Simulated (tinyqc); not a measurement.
Inside a calculation (part 2 of 2). Method: UHF in the sto-3g basis, for BH2, spin multiplicity 2. Computed by tinyqc, a small Python program that keeps every step (integrals from PySCF). Command: `OMP_NUM_THREADS=1 python tinyqc.py 29993 29994 out.jsonl` (the two numbers bound the seeds that draw the settings). One thread of a shared host (Intel(R) Xeon(R) Processor @ 2.60GHz), about 0.1 s of CPU time with the checks.

Geometry (angstrom):
```
atom,x,y,z
B,0.000000,0.000000,0.000000
H,0.000000,0.962000,0.586000
H,0.000000,-0.962000,0.586000
```

## Iteration 2: diagonalisation and new density

extrapolated F(alpha) (hartree), lower triangle:
```
,1B 1s,1B 2s,1B 2px,1B 2py,1B 2pz,2H 1s,3H 1s
1B 1s,-7.406416
1B 2s,-2.174253,-1.157457
1B 2px,0.000000,0.000000,0.221396
1B 2py,0.000000,0.000000,0.000000,-0.208131
1B 2pz,-0.009145,-0.010969,0.000000,0.000000,-0.227354
2H 1s,-0.636405,-0.623185,0.000000,-0.346826,-0.230409,-0.476211
3H 1s,-0.636405,-0.623185,0.000000,0.346826,-0.230409,-0.201026,-0.476211
```

extrapolated F(beta) (hartree), lower triangle:
```
,1B 1s,1B 2s,1B 2px,1B 2py,1B 2pz,2H 1s,3H 1s
1B 1s,-7.367006
1B 2s,-2.157276,-0.999496
1B 2px,0.000000,0.000000,0.267223
1B 2py,0.000000,0.000000,0.000000,-0.171710
1B 2pz,-0.009624,-0.206705,0.000000,0.000000,0.232270
2H 1s,-0.627820,-0.604662,0.000000,-0.335579,-0.170973,-0.415183
3H 1s,-0.627820,-0.604662,0.000000,0.335579,-0.170973,-0.177791,-0.415183
```

X:
```
,1,2,3,4,5,6,7
1B 1s,-0.293350,0.000000,0.803571,0.000000,-0.575689,0.000000,0.181684
1B 2s,1.370800,0.000000,-0.340798,0.000000,-0.279066,0.000000,0.434637
1B 2px,0.000000,0.000000,0.000000,1.000000,0.000000,0.000000,0.000000
1B 2py,0.000000,1.190312,0.000000,0.000000,0.000000,0.598002,0.000000
1B 2pz,0.658692,0.000000,0.595681,0.000000,0.686078,0.000000,0.199033
2H 1s,-0.947758,-0.939109,-0.163820,0.000000,0.125691,0.378981,0.355367
3H 1s,-0.947758,0.939109,-0.163820,0.000000,0.125691,-0.378981,0.355367
```

Diagonalise F' = X^T F X, C = X C', fill 4 alpha and 3 beta electrons from the bottom; D(s) = C_occ C_occ^T. Each column has its largest component positive (the first on a tie).

F' = X^T F X (alpha) (hartree), lower triangle:
```
,1,2,3,4,5,6,7
1,0.710895
2,0.000000,0.770499
3,0.460396,0.000000,-3.561537
4,0.000000,0.000000,0.000000,0.221396
5,-0.145001,0.000000,3.079744,0.000000,-3.168204
6,0.000000,0.124366,0.000000,0.000000,0.000000,-0.467884
7,0.097711,0.000000,-1.655686,0.000000,1.637985,0.000000,-1.603697
```

orbital energies (alpha) (hartree): MO1 -7.411846, MO2 -0.682592, MO3 -0.480250, MO4 -0.307119, MO5 0.221396, MO6 0.779016, MO7 0.782865

coefficients C (alpha):
```
,MO1,MO2,MO3,MO4,MO5,MO6,MO7
1B 1s,0.991216,-0.234848,0.000000,0.133184,0.000000,-0.202012,0.000000
1B 2s,0.035075,0.599335,0.000000,-0.590253,0.000000,1.246271,0.000000
1B 2px,0.000000,0.000000,0.000000,0.000000,1.000000,0.000000,0.000000
1B 2py,0.000000,0.000000,0.477292,0.000000,0.000000,0.000000,1.243641
1B 2pz,0.004593,0.081847,0.000000,0.793718,0.000000,0.813831,0.000000
2H 1s,-0.006801,0.330017,0.470042,0.229905,0.000000,-0.951500,-0.897002
3H 1s,-0.006801,0.330017,-0.470042,0.229905,0.000000,-0.951500,0.897002
```

F' = X^T F X (beta) (hartree), lower triangle:
```
,1,2,3,4,5,6,7
1,0.759836
2,0.000000,0.838472
3,0.399615,0.000000,-3.304000
4,0.000000,0.000000,0.000000,0.267223
5,-0.213510,0.000000,3.337634,0.000000,-2.827629
6,0.000000,0.120905,0.000000,0.000000,0.000000,-0.433808
7,0.089256,0.000000,-1.642743,0.000000,1.659571,0.000000,-1.533807
```

orbital energies (beta) (hartree): MO1 -7.372079, MO2 -0.612373, MO3 -0.445195, MO4 0.266514, MO5 0.267223, MO6 0.812338, MO7 0.849860

coefficients C (beta):
```
,MO1,MO2,MO3,MO4,MO5,MO6,MO7
1B 1s,0.991573,-0.224097,0.000000,0.152081,0.000000,-0.199107,0.000000
1B 2s,0.034195,0.559347,0.000000,-0.653136,0.000000,1.233449,0.000000
1B 2px,0.000000,0.000000,0.000000,0.000000,1.000000,0.000000,0.000000
1B 2py,0.000000,0.000000,0.483749,0.000000,0.000000,0.000000,1.241143
1B 2pz,0.005636,0.141547,0.000000,0.771737,0.000000,0.826670,0.000000
2H 1s,-0.007372,0.342598,0.465374,0.221759,0.000000,-0.948979,-0.899433
3H 1s,-0.007372,0.342598,-0.465374,0.221759,0.000000,-0.948979,0.899433
```

D(alpha) after iteration 2, lower triangle:
```
,1B 1s,1B 2s,1B 2px,1B 2py,1B 2pz,2H 1s,3H 1s
1B 1s,1.055400
1B 2s,-0.184598,0.708832
1B 2px,0.000000,0.000000,0.000000
1B 2py,0.000000,0.000000,0.000000,0.227808
1B 2pz,0.091042,-0.419280,0.000000,0.000000,0.636708
2H 1s,-0.053625,0.061850,0.000000,0.224347,0.209459,0.382753
3H 1s,-0.053625,0.061850,0.000000,-0.224347,0.209459,-0.059126,0.382753
```

D(beta) after iteration 2, lower triangle:
```
,1B 1s,1B 2s,1B 2px,1B 2py,1B 2pz,2H 1s,3H 1s
1B 1s,1.033436
1B 2s,-0.091441,0.314039
1B 2px,0.000000,0.000000,0.000000
1B 2py,0.000000,0.000000,0.000000,0.234013
1B 2pz,-0.026132,0.079367,0.000000,0.000000,0.020067
2H 1s,-0.084085,0.191379,0.000000,0.225124,0.048452,0.334001
3H 1s,-0.084085,0.191379,0.000000,-0.225124,0.048452,-0.099145,0.334001
```

## Iteration 9 (converged): orbitals

converged F(alpha) (hartree), lower triangle:
```
,1B 1s,1B 2s,1B 2px,1B 2py,1B 2pz,2H 1s,3H 1s
1B 1s,-7.374398
1B 2s,-2.172679,-1.140912
1B 2px,0.000000,0.000000,0.234777
1B 2py,0.000000,0.000000,0.000000,-0.232906
1B 2pz,-0.006407,0.002978,0.000000,0.000000,-0.250015
2H 1s,-0.635234,-0.617716,0.000000,-0.345689,-0.215042,-0.442939
3H 1s,-0.635234,-0.617716,0.000000,0.345689,-0.215042,-0.201086,-0.442939
```

converged F(beta) (hartree), lower triangle:
```
,1B 1s,1B 2s,1B 2px,1B 2py,1B 2pz,2H 1s,3H 1s
1B 1s,-7.343126
1B 2s,-2.153165,-0.938350
1B 2px,0.000000,0.000000,0.289548
1B 2py,0.000000,0.000000,0.000000,-0.168632
1B 2pz,-0.006327,-0.249172,0.000000,0.000000,0.220828
2H 1s,-0.627903,-0.593958,0.000000,-0.338422,-0.208709,-0.434423
3H 1s,-0.627903,-0.593958,0.000000,0.338422,-0.208709,-0.189093,-0.434423
```

As before.

F' = X^T F X (alpha) (hartree), lower triangle:
```
,1,2,3,4,5,6,7
1,0.751946
2,0.000000,0.789105
3,0.436399,0.000000,-3.554497
4,0.000000,0.000000,0.000000,0.234777
5,-0.167697,0.000000,3.050160,0.000000,-3.168724
6,0.000000,0.082754,0.000000,0.000000,0.000000,-0.466139
7,0.090249,0.000000,-1.652165,0.000000,1.642790,0.000000,-1.581135
```

orbital energies (alpha) (hartree): MO1 -7.380276, MO2 -0.661686, MO3 -0.471571, MO4 -0.317242, MO5 0.234777, MO6 0.794537, MO7 0.806794

coefficients C (alpha):
```
,MO1,MO2,MO3,MO4,MO5,MO6,MO7
1B 1s,0.990835,-0.239021,0.000000,0.118765,0.000000,0.000000,-0.207893
1B 2s,0.036578,0.613491,0.000000,-0.522995,0.000000,0.000000,1.269169
1B 2px,0.000000,0.000000,0.000000,0.000000,1.000000,0.000000,0.000000
1B 2py,0.000000,0.000000,0.518751,0.000000,0.000000,1.226926,0.000000
1B 2pz,0.004367,0.054977,0.000000,0.826636,0.000000,0.000000,0.782726
2H 1s,-0.007161,0.325608,0.439681,0.203141,0.000000,-0.912268,-0.959077
3H 1s,-0.007161,0.325608,-0.439681,0.203141,0.000000,0.912268,-0.959077
```

F' = X^T F X (beta) (hartree), lower triangle:
```
,1,2,3,4,5,6,7
1,0.774202
2,0.000000,0.841546
3,0.385391,0.000000,-3.251867
4,0.000000,0.000000,0.000000,0.289548
5,-0.215624,0.000000,3.349406,0.000000,-2.820820
6,0.000000,0.129374,0.000000,0.000000,0.000000,-0.437565
7,0.118671,0.000000,-1.669838,0.000000,1.612645,0.000000,-1.540179
```

orbital energies (beta) (hartree): MO1 -7.348237, MO2 -0.611767, MO3 -0.450519, MO4 0.289548, MO5 0.299076, MO6 0.822264, MO7 0.854500

coefficients C (beta):
```
,MO1,MO2,MO3,MO4,MO5,MO6,MO7
1B 1s,0.991576,-0.209778,0.000000,0.000000,0.167963,-0.201908,0.000000
1B 2s,0.033914,0.493091,0.000000,0.000000,-0.689269,1.242031,0.000000
1B 2px,0.000000,0.000000,0.000000,1.000000,0.000000,0.000000,0.000000
1B 2py,0.000000,0.000000,0.476434,0.000000,0.000000,0.000000,1.243970
1B 2pz,0.005116,0.187619,0.000000,0.000000,0.761493,0.827000,0.000000
2H 1s,-0.006911,0.370523,0.470661,0.000000,0.192969,-0.944772,-0.896678
3H 1s,-0.006911,0.370523,-0.470661,0.000000,0.192969,-0.944772,0.896678
```

D(alpha) after iteration 9, lower triangle:
```
,1B 1s,1B 2s,1B 2px,1B 2py,1B 2pz,2H 1s,3H 1s
1B 1s,1.052989
1B 2s,-0.172508,0.651232
1B 2px,0.000000,0.000000,0.000000
1B 2py,0.000000,0.000000,0.000000,0.269102
1B 2pz,0.089361,-0.398438,0.000000,0.000000,0.686368
2H 1s,-0.060796,0.093254,0.000000,0.228085,0.185794,0.340657
3H 1s,-0.060796,0.093254,0.000000,-0.228085,0.185794,-0.045981,0.340657
```

D(beta) after iteration 9, lower triangle:
```
,1B 1s,1B 2s,1B 2px,1B 2py,1B 2pz,2H 1s,3H 1s
1B 1s,1.027230
1B 2s,-0.069811,0.244289
1B 2px,0.000000,0.000000,0.000000
1B 2py,0.000000,0.000000,0.000000,0.226990
1B 2pz,-0.034286,0.092687,0.000000,0.000000,0.035227
2H 1s,-0.084580,0.182467,0.000000,0.224239,0.069482,0.358856
3H 1s,-0.084580,0.182467,0.000000,-0.224239,0.069482,-0.084187,0.358856
```

## Convergence

Stop when the energy changes by less than 1e-09 hartree and every element of the error matrix X^T (F D S - S D F) X (for each spin) is below 9e-06.

Course of the cycle:
```
iteration,E (hartree),change,largest element of the error matrix
1,-25.51090961,-,5.02e-01
2,-25.38115203,1.30e-01,7.36e-02
3,-25.40318080,-2.20e-02,2.38e-02
4,-25.40728865,-4.11e-03,6.24e-03
5,-25.40759599,-3.07e-04,2.73e-03
6,-25.40763895,-4.30e-05,3.85e-04
7,-25.40763981,-8.60e-07,1.01e-04
8,-25.40763989,-8.02e-08,1.57e-05
9,-25.40763989,-8.30e-10,2.16e-06
```

PySCF UHF in the same basis, after a stability check = -25.40763989 hartree

Converged in 9 iterations.

## Populations, bond orders and dipole

overlap S, lower triangle:
```
,1B 1s,1B 2s,1B 2px,1B 2py,1B 2pz,2H 1s,3H 1s
1B 1s,1.000000
1B 2s,0.269328,1.000000
1B 2px,0.000000,0.000000,1.000000
1B 2py,0.000000,0.000000,0.000000,1.000000
1B 2pz,0.000000,0.000000,0.000000,0.000000,1.000000
2H 1s,0.076900,0.509129,0.000000,0.434498,0.264673,1.000000
3H 1s,0.076900,0.509129,0.000000,-0.434498,0.264673,0.134881,1.000000
```

Mulliken: Z minus the diagonal of D S on the atom; Loewdin: the same with S^(1/2) D S^(1/2); Mayer order: 2 sum_s sum (D(s) S)_ij (D(s) S)_ji over the two atoms.

Charges (e):
```
atom,Mulliken,Loewdin,Mulliken spin
1B,0.150506,0.126151,1.048365
2H,-0.075253,-0.063075,-0.024182
3H,-0.075253,-0.063075,-0.024182
```

Mayer bond orders:
```
pair,order
2-1,0.992033
3-1,0.992033
3-2,0.001719
```

dipole moment about the origin, x y z (debye): 0.000000  0.000000  -0.272433

<S^2> of the determinant (pure state: 0.75) = 0.751396
